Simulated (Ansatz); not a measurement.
The input, for Ansatz 0.2.0:

```yaml
crystal:
  periodic: [false, false, false]
  atoms:
    - {symbol: H, position_ang: [-1.976789, 0.000000, 0.000000]}
    - {symbol: H, position_ang: [-1.283789, 0.000000, 0.000000]}
    - {symbol: B, position_ang: [0.176211, 0.000000, 0.000000]}
    - {symbol: H, position_ang: [0.685284, 0.000000, 1.077008]}
    - {symbol: H, position_ang: [0.685284, 0.000000, -1.077008]}
basis:
  gaussian: {orbitals: cc-pVDZ}
magnetization: {spin_polarized: true, initial_magnetization: 1}
hamiltonian: {xc: {name: B2PLYP}}
correlation: {electrons: outside_noble_gas}
```

```sh
$ ansatz run in.yaml --threads 1 --pin off --events-out ev --progress --plain --max-ram 4096MiB --backend cpu
```

Log:

```
301 factors; integrals over basis functions are off by at most 1.0e-3 eV
mean field evaluation 1: about -733.9918 eV, gradient 5.4e0 eV
mean field evaluation 2: about -733.9905 eV, gradient 5.4e0 eV
mean field evaluation 4: about -734.2870 eV, gradient 5.8e-1 eV
mean field evaluation 8: about -734.2910 eV, gradient 1.1e-2 eV
mean field evaluation 16: about -734.1494 eV, gradient 3.1e0 eV
mean field evaluation 32: about -734.2910 eV, gradient 5.1e-6 eV
mean field -734.29100706 eV, -26.9846967891 hartree, gradient 5.1e-6 eV, S^2 0.757225; 2 other end points of the search recorded, 0 dependent functions left out
1 core orbitals not correlated: weight in the atoms' cores, before any rotation towards them, 1.000 or more for the frozen orbitals, at most 0.000 for the correlated occupied ones
reference -734.29113608 eV, -26.9847015307 hartree; 4, 3 occupied and 29, 30 virtual orbitals, 301 factors
second order -3.38467052 eV of doubles, -0.00000000 eV of singles
Total energy: -735.20499712 eV, -27.0182853044 hartree
```

Ran on 1 thread of AMD EPYC 7R13, shared host: 0.87 s wall, 0.15 GiB peak host memory.
